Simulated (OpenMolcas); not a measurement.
**How basis sets differ on AlH2ClO (SMILES [OH][AlH][Cl])**

AlH2ClO: 5 atoms, total charge 0, spin state singlet. SMILES: `[OH][AlH][Cl]`. The shape is that of a PBE0-D4/def2-TZVP optimisation. This is one conformer, not always the lowest.

```xyz
5

O    -1.1101    0.3709   -0.5144
Al    0.4310    0.1849    0.1375
Cl    1.1149   -1.7254    0.6628
H    -1.7195   -0.3491   -0.6695
H     1.3335    1.4450    0.3422
```

Each level gives the HOMO–LUMO gap (eV). The values are calculated.

```tsv
level	kind	program	value (eV)
HF/STO-3G	Hartree–Fock	OpenMolcas	18.12
HF/3-21G	Hartree–Fock	OpenMolcas	14.31
HF/ANO-RCC-VDZP (DKH2, RICD fitting)	Hartree–Fock	OpenMolcas	14.88
HF/def2-SVP	Hartree–Fock	OpenMolcas	14.56
```

The values span 14.31 to 18.12 eV. A Hartree–Fock LUMO above zero doesn't converge with the basis: it sinks as sets grow more diffuse. Orbital gaps aren't excitation energies.
